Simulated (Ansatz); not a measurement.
Cartesian coordinates (Å):
SMILES: CCO
```xyz
9

C     -0.8815    -0.1158     0.2351
C      0.4355     0.4238    -0.2958
O      1.4088    -0.5971    -0.4992
H     -1.2830    -0.8762    -0.4365
H     -1.6172     0.6862     0.3317
H     -0.7507    -0.5663     1.2230
H      0.8262     1.2001     0.3742
H      0.2918     0.8817    -1.2754
H      1.5700    -1.0365     0.3429
```
Charge 0, multiplicity 1.

These are frozen-core CCSD(T)/cc-pVTZ // B3LYP-D3(BJ)/def2-TZVP (Ansatz, a program for electronic structure) values and carry that method's errors.

```yaml
HF energy: -154.14205 Ha
MP2 correlation energy: -0.60201 Ha
```

Task: Estimate the CCSD correlation energy, the (T) correction, the total energy and the T1 diagnostic.

Result: 
The CCSD correlation energy comes out as -0.63086 Ha. The (T) correction comes out as -0.02239 Ha and the CCSD(T) total energy is -154.79530 Ha. The T1 diagnostic is 0.009.
